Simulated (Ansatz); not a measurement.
```yaml
crystal:
  periodic: [false, false, false]
  atoms:
    - {symbol: W, position_ang: [-0.370539, 0.002072, 0.002150]}
    - {symbol: Si, position_ang: [2.163999, -0.012101, -0.012556]}
    - {symbol: H, position_ang: [2.420099, -1.495393, -0.008489]}
    - {symbol: H, position_ang: [2.439953, 0.732136, 1.266396]}
    - {symbol: H, position_ang: [2.425007, 0.722519, -1.300177]}
basis:
  gaussian: {orbitals: def2-TZVP}
total_charge: 1
magnetization: {spin_polarized: true, initial_magnetization: 4}
hamiltonian: {xc: pbe0}
relax: {f_tol: 0.004, max_steps: 80}
```

```sh
$ ansatz run in.yaml --threads 1 --pin off --events-out ev --progress --plain --max-ram 2176MiB
```

Steps of the relaxation (energy above the last step; positions in Å, forces in eV/Å):

```
5
step 1, 854.7 meV
W    -0.371    0.002    0.002   -0.303   -0.055    0.002
Si    2.164   -0.012   -0.013   -0.185    0.197    0.000
H     2.420   -1.495   -0.008    0.116    0.355   -0.002
H     2.440    0.732    1.266    0.184   -0.249   -0.361
H     2.425    0.723   -1.300    0.188   -0.247    0.361
```

```
5
step 2, 802.9 meV
W    -0.499   -0.038    0.003    0.142   -0.016   -0.001
Si    2.077    0.011   -0.012    0.342    0.244   -0.003
H     2.444   -1.439   -0.009   -0.129    0.062    0.001
H     2.536    0.712    1.231   -0.178   -0.145   -0.200
H     2.521    0.703   -1.266   -0.176   -0.144    0.203
```

```
5
step 3, 789.7 meV
W    -0.463   -0.040    0.003    0.017   -0.024    0.000
Si    2.100    0.016   -0.012    0.085    0.120   -0.001
H     2.421   -1.441   -0.009   -0.043    0.033    0.000
H     2.517    0.712    1.236   -0.030   -0.064   -0.086
H     2.503    0.702   -1.270   -0.029   -0.064    0.087
```

```
5
step 4, 787.3 meV
W    -0.455   -0.057    0.003    0.008   -0.021    0.000
Si    2.105    0.028   -0.012   -0.019    0.049    0.000
H     2.398   -1.434   -0.009   -0.017   -0.017    0.000
H     2.523    0.711    1.234    0.014   -0.006    0.009
H     2.508    0.701   -1.268    0.014   -0.006   -0.009
```

```
5
step 9, 402.0 meV
W    -0.251   -0.474    0.003    1.216   -0.297   -0.006
Si    2.026    0.371   -0.013   -0.280   -0.208    0.002
H     1.868   -1.244   -0.006   -1.086    0.304    0.005
H     2.725    0.653    1.254    0.075    0.101    0.008
H     2.710    0.644   -1.291    0.075    0.100   -0.010
```

```
5
step 11, 114.4 meV
W    -0.052   -0.676    0.003   -1.594    0.563    0.007
Si    1.996    0.502   -0.014    0.030   -0.163    0.000
H     1.526   -1.194   -0.004    1.580   -0.527   -0.007
H     2.811    0.663    1.211   -0.008    0.063    0.045
H     2.797    0.654   -1.249   -0.008    0.063   -0.046
```

```
5
step 14, 0.0 meV
W    -0.101   -0.622    0.003   -0.006   -0.003    0.000
Si    2.005    0.458   -0.013    0.013    0.007    0.000
H     1.607   -1.216   -0.005   -0.002   -0.005    0.000
H     2.791    0.669    1.224   -0.002    0.001   -0.001
H     2.777    0.660   -1.261   -0.002    0.001    0.001
```

```
5
step 15, 0.0 meV
W    -0.101   -0.622    0.003    0.001    0.000    0.000
Si    2.005    0.458   -0.013   -0.001    0.000    0.000
H     1.606   -1.217   -0.005    0.000    0.000    0.000
H     2.791    0.670    1.224    0.000    0.000    0.000
H     2.777    0.661   -1.261    0.000    0.000    0.000
```

Close pairs at the end: Si2–H4 1.481 Å, Si2–H5 1.481 Å, Si2–H3 1.722 Å, W1–H3 1.808 Å, W1–Si2 2.367 Å.

A stationary point of unrestricted PBE0 after 15 steps, with ⟨S²⟩ = 6.057 against 6.00 for a pure state; no frequencies were run, so it isn't proven a minimum. 1.9 min on 1 thread of Arm Neoverse V2, shared host.
